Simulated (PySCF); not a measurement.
Series: H2E=Y. All species are isolated molecules in the gas phase. Strings in code marks are SMILES.

The vertical ionisation energy (Delta-SCF) from two functionals at the same geometries (r2SCAN-D4/def2-TZVP), both in PySCF: PBE-D3(BJ)/def2-TZVP and r2SCAN-D4/def2-TZVP. Delta-SCF ions had no search for a lower state. 

```
species        PBE-D3(BJ)/def2-TZVP (eV)
-------------  -------------------------
`C=O`                              10.71
`C=[Se]`                            8.84
`S=[SiH2]`                          9.47
`[Se]=[SiH2]`                       9.06
`[S]=[GeH2]`                        9.14
`[O]=[SnH2]`                        9.43
```

Q: What does r2SCAN-D4/def2-TZVP give for each?

A: 
- `C=O`: 10.66
- `C=[Se]`: 8.83
- `S=[SiH2]`: 9.49
- `[Se]=[SiH2]`: 9.10
- `[S]=[GeH2]`: 9.15
- `[O]=[SnH2]`: 9.27
Over these rows, drawn at random from the members with no instability flagged (it was tested for open shells, ions and some series alone), PBE minus r2SCAN-D4: mean +0.03 eV, from -0.04 eV to +0.16 eV.
